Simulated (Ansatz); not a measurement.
# BSiP (quintet): wave-function methods side by side, cc-pVTZ

The task here is to estimate one member of a computed series from the others.

The runs use Ansatz 0.2.0, Gaussian basis; cc-pVTZ, core rule «outside noble gas», up to 11 orbitals frozen.

Plan: UHF; CCSD(T) on ROHF; CCSD(T) on UHF; BCCD(T) on ROHF; CCSDT(Q) on ROHF; CCSDT(Q) on UHF; CASSCF and NEVPT2, 12 electrons in 12 orbitals.

6 further runs of the same task are left out: 6 set aside as unsound or not needed.

## The system

The geometry is a PBE0/def2-TZVP stationary point (not a proven minimum) of the parent state, kept for this charge and spin.

3 atoms, charge 0, spin multiplicity 5.

Atoms are counted from 1 here; the program's logs count them from 0.

Bond lengths: P1–B2 1.761 Å, B2–Si3 1.939 Å. Angles: P1–B2–Si3 180.0°.

The first run:

in.yaml

```yaml
crystal:
  periodic: [false, false, false]
  atoms:
    - {symbol: P, position_ang: [0.000000, 0.000000, -1.820400]}
    - {symbol: B, position_ang: [0.000000, 0.000000, -0.059200]}
    - {symbol: Si, position_ang: [0.000000, 0.000000, 1.879600]}
basis:
  gaussian: {orbitals: cc-pVTZ}
magnetization: {spin_polarized: true, initial_magnetization: 4}
hamiltonian: {xc: hf}
output: {orbitals: {seedname: orbitals}}
```

Run with:

```
> ansatz run in.yaml --threads 1 --pin off --events-out ev --progress --plain --max-ram 4096MiB --backend cpu
```

Steps of the session up to this table: UHF; CCSD(T) on ROHF; CCSD(T) on UHF; BCCD(T) on ROHF; CCSDT(Q) on ROHF; CCSDT(Q) on UHF; CASSCF and NEVPT2, 12 electrons in 12 orbitals.

One of the session's tables, all rows but one given; the rest of the session is left out.

It belongs to the step «Misses and costs». 

```
        method  from RCCSDT(Q) (meV)
          RMP2               +1691.7
          UMP2               +1946.4
         RCCSD                +697.3
         UCCSD                +680.0
      RCCSD(T)                +131.8
      UCCSD(T)                +146.7
       BCCD(T)                +122.3
        RCCSDT                 +53.7
        UCCSDT                 +50.6
     RCCSDT(Q)                     0
     UCCSDT(Q)                  -6.5
CASSCF valence               +6496.5
NEVPT2 valence                     ?
```

Estimate the missing values for NEVPT2 valence.

The run gave: from RCCSDT(Q) (meV): +1537.3. In the column «from RCCSDT(Q) (meV)» it lies between RCCSD (+697.3) and RMP2 (+1691.7).

Left out of the table: ROHF, UHF (another determinant or state than the rows shown).

Limits of these values: Warnings: coupled cluster took another determinant than the lowest; large T1 diagnostic. Restricted and unrestricted rows rest on different reference determinants; where their highest levels disagree by more than a few hundredths of an eV, they describe different states and don't form one ladder.
